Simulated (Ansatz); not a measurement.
`OC(O)(Cl)Cl` → `Cl[C]Cl` + `OO` at 600 K and 1 bar (formal loss of a carbene).

Gas-phase electronic energies from Ansatz, PBE0-D4/def2-TZVP geometries. CBS: MP2 limit from def2 TZ/QZ plus the TZ coupled-cluster correction, frozen cores. This one scheme is used for every species. One conformer a species, not always the lowest.

| species | CCSD(T)/CBS energy (Eh) | H − E (kJ/mol) | S (J/(mol·K)) |
| --- | --- | --- | --- |
| `OC(O)(Cl)Cl` | -1109.14822 | 147.7 | 384.9 |
| `Cl[C]Cl` | -957.49147 | 37.9 | 299.7 |
| `OO` | -151.44260 | 96.1 | 259.8 |

H − E and S are ideal-gas, rigid-rotor, harmonic terms from PBE0-D4/def2-TZVP, for one conformer and one mirror image of each species. 1 Eh = 2625.50 kJ/mol, R = 8.31446 J/(mol·K).

By hand: ΔE, ΔH, ΔS and ΔG.

ΔE = (-957.49147) + (-151.44260) − (-1109.14822) = 0.21415 Eh = 562.3 kJ/mol. Δ(H − E) = 37.9 + 96.1 − 147.7 = -13.7, so ΔH = 548.6 kJ/mol. ΔS = 299.7 + 259.8 − 384.9 = 174.6 J/(mol·K). ΔG = 548.6 − 600 × (174.6)/1000 = 443.8 kJ/mol.

By hand: the equilibrium constant, and the temperature at which ΔG would vanish if ΔH and ΔS stayed fixed.

log₁₀ K = −ΔG/(RT ln 10) = -38.6. ΔG = 0 at ΔH/ΔS = 3142 K, far beyond where these terms or the molecules hold.

The number of gas molecules changes by +1, which sets the sign of ΔS. A doubt of 5 kJ/mol in ΔE shifts log₁₀ K by 0.4 here. Other conformers and mirror images would add mixing entropy, several J/(mol·K) or more a flexible species. These are equilibria of isolated gas molecules and say nothing of rates. Largest T1 diagnostic: 0.020 (customary marks: 0.02 for closed shells, 0.045 for open ones).
